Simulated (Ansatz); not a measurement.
## Worked example: HGe–AsH, quartet against HGe–AsH, doublet

Geometry (PBE0/def2-TZVP stationary point of a doublet), kept for both states (HGe–AsH, doublet: A''; HGe–AsH, quartet: A'):

```xyz
4

Ge    0.0000   -0.0515    1.2523
As    0.0000    0.0490   -1.2133
H     0.0000    1.5453    1.3047
H     0.0000   -1.4745   -1.3648
```

Basis cc-pVDZ; Ansatz 0.2.0. Only valence electrons are correlated (noble-gas cores and the filled d shells of p-block atoms frozen). Prefix R: restricted or restricted open-shell reference; prefix U: unrestricted. No spin–orbit coupling is included, and no scalar relativity.

Full CI isn't at hand for all of this; UCCSDT(Q) serves as the reference, and is uncertain by about the last step of the cluster series.

```csv
level,"E(HGe–AsH, doublet) (hartree)","E(HGe–AsH, quartet) (hartree)"
UMP2,-4310.795547,-4310.747955
UCCSD(T),-4310.840311,-4310.789919
PBE,-4313.312276,-4313.257292
wB97M-V,-4313.719535,-4313.662754
UCCSDT(Q),-4310.841922,-4310.791458
```

**Question.** Give the vertical gap, HGe–AsH quartet less HGe–AsH doublet, at each level in eV (1 hartree = 27.2114 eV), and each error against UCCSDT(Q).

**Answer.** UCCSDT(Q): (-4310.791458 − (-4310.841922)) × 27.2114 = 1.373 eV (the reference)
wB97M-V: (-4313.662754 − (-4313.719535)) × 27.2114 = 1.545 eV, error 0.172 eV
PBE: (-4313.257292 − (-4313.312276)) × 27.2114 = 1.496 eV, error 0.123 eV
UCCSD(T): (-4310.789919 − (-4310.840311)) × 27.2114 = 1.371 eV, error -0.002 eV
UMP2: (-4310.747955 − (-4310.795547)) × 27.2114 = 1.295 eV, error -0.078 eV

Total energies of functionals can't be set beside those of wave-function methods, since they hold the core's correlation and their own absolute errors; only the differences compare.

In so small a basis the reference is far from its limit while semilocal and hybrid functionals are nearer theirs, so the functionals' errors here hold much of the reference's basis and frozen-core error, which can add to them or hide them.

Each level lands on the state that its own search finds. T1 diagnostics of restricted CCSD: 0.021 and 0.034.
